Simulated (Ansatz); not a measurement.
## Rb₃Al: from a trial structure to a relaxed crystal

Method: DFT PBE, scalar-relativistic, plane waves, PAW in Ansatz 0.2.0. Cutoff 420 eV, Γ-centred k mesh, Gaussian smearing, no spin polarisation in the final step.

The start puts Rb₃Al on the Cu3Au (L1_2) structure type (Pm-3m, No. 221), with Al in place of Au, Rb in place of Cu, at a guessed volume.

```
CELL_PARAMETERS angstrom
5.13029 0.00000 0.00000
0.00000 5.13029 0.00000
0.00000 0.00000 5.13029
ATOMIC_POSITIONS crystal
Rb 0.00000 0.50000 0.50000
Rb 0.50000 0.00000 0.50000
Rb 0.50000 0.50000 0.00000
Al 0.00000 0.00000 0.00000
```

Steps on the 4×4×4 mesh (4 atoms). 6 of 6 steps are shown, and the free energy counts from the last. Trial steps that were taken back and renewals of the plane-wave basis can be among the rows.

```
step  ΔF (meV/atom) V (Å³/atom) P (GPa)
   1          356.9        33.76     7.61
   2          171.7        38.94     4.18
   3           64.9        44.63     2.05
   4           14.3        50.84     0.69
   5            4.6        54.72     0.15
   6            0.0        54.72     0.21
```

A final relaxation ran on a 8×8×8 mesh. The relaxed crystal, Pm-3m (No. 221):

```cif
data_structure
_symmetry_space_group_name_H-M 'Pm-3m'
_symmetry_Int_Tables_number 221
_cell_length_a 6.1033
_cell_length_b 6.1033
_cell_length_c 6.1033
_cell_angle_alpha 90.000
_cell_angle_beta 90.000
_cell_angle_gamma 90.000
_cell_volume 227.35
loop_
_atom_site_label
_atom_site_type_symbol
_atom_site_symmetry_multiplicity
_atom_site_Wyckoff_symbol
_atom_site_fract_x
_atom_site_fract_y
_atom_site_fract_z
_atom_site_occupancy
Rb1 Rb 3 c 0.00000 0.50000 0.50000 1
Al1 Al 1 a 0.00000 0.00000 0.00000 1
```

For Rb₃Al, the volume per atom is 56.84 Å³, the density is 2.07 g/cm³ and the energy over the elements is 0.37 eV/atom. The gap on the 8×8×8 mesh is 0 eV (a metal).

Energies over the elements count from the elements' standard structures at the same level, with no empirical corrections.

The final run used a 8×8×8 mesh on its 4-atom cell and 0.10 eV smearing. For metals, differences of a few meV/atom aren't resolved.

Symmetry constrained the relaxation, so the result can be a saddle point.

Cost: 3 runs of about 0.41 core-minutes in all, on Intel Xeon 6975P-C (Granite Rapids) (shared hosts).